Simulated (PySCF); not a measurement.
## Frontier orbitals and the lowest excitations

Species: oxetane, C3H6O.
Numbering: `[CH2:1]1[CH2:2][O:3][CH2:4]1` (hydrogens: H5, H6 on C1; H7, H8 on C2; H9, H10 on C4)

Cartesian coordinates in Å at the GFN2-xTB level; atoms count from 1:
```xyz
10
C3H6O angstrom
C     -0.084    0.625   -0.486
C      1.062   -0.197    0.109
O      0.144   -1.043    0.806
C     -0.988   -0.332    0.297
H     -0.123    1.662   -0.165
H     -0.181    0.569   -1.567
H      1.664   -0.761   -0.610
H      1.723    0.337    0.798
H     -1.575    0.121    1.101
H     -1.632   -0.977   -0.306
```

Theory: TDDFT CAM-B3LYP/def2-SVPD, vertical, gas phase, core orbitals frozen in the response (PySCF 2.14.0, density-fitted response routines).

Frontier orbitals with the atoms that hold most of them (Löwdin shares over 4%, at most four atoms; ? is withheld):

```tsv
orbital	ε (eV)	atoms
HOMO-3	-12.16	C1 35%, O3 16%, H5 14%, H6 14%
HOMO-2	-10.97	C1 28%, C4 23%, C2 23%, O3 6%
HOMO-1	-10.30	O3 53%, C1 18%, C2 10%, C4 10%
HOMO	?	?
LUMO	1.43	?
LUMO+1	1.98	O3 14%, C2 14%, C4 14%, H8 11%
LUMO+2	1.99	O3 23%, C1 11%, C4 10%, C2 10%
```

Q: Give the leading atoms of the HOMO.

A: O3 (bonded to 2 C) 57%; C4 (bonded to C, O and 2 H) 10%; C2 (bonded to C, O and 2 H) 10%; H7 (bonded to C) 5%. By element: oxygen 57%, carbon 20% or more, hydrogen 5% or more.

Q: Give the leading atoms of the LUMO.

A: C1 (bonded to 2 C and 2 H) 21%; C4 (bonded to C, O and 2 H) 16%; C2 (bonded to C, O and 2 H) 16%; H6 (bonded to C) 10%. By element: carbon 53%, hydrogen 10% or more.

Q: What is the HOMO energy, and the HOMO–LUMO gap?

A: ε(HOMO) = -8.65 eV; the gap is 10.08 eV (0.3706 hartree).

Q: How does S1 compare with the orbital gap of 10.08 eV?

A: S1 is at 6.84 eV (f = 0.0054), 3.25 eV below the gap, made of HOMO→LUMO (55%), HOMO→LUMO+2 (38%). Without the coupling terms of the response equations the lowest excitation would equal the gap.

Next come S2 at 7.28 eV (f 0.010), HOMO→LUMO+2 (45%), HOMO→LUMO (42%); S3 at 7.59 eV (f 0.0000), HOMO→LUMO+1 (96%); S4 at 8.04 eV (f 0.0023), HOMO→LUMO+3 (96%); S5 at 8.54 eV (f 0.027), HOMO-1→LUMO (68%), HOMO-1→LUMO+2 (24%).

The run took 9.3 s of wall time on one thread of an Arm Neoverse V2, no GPU (shared host).
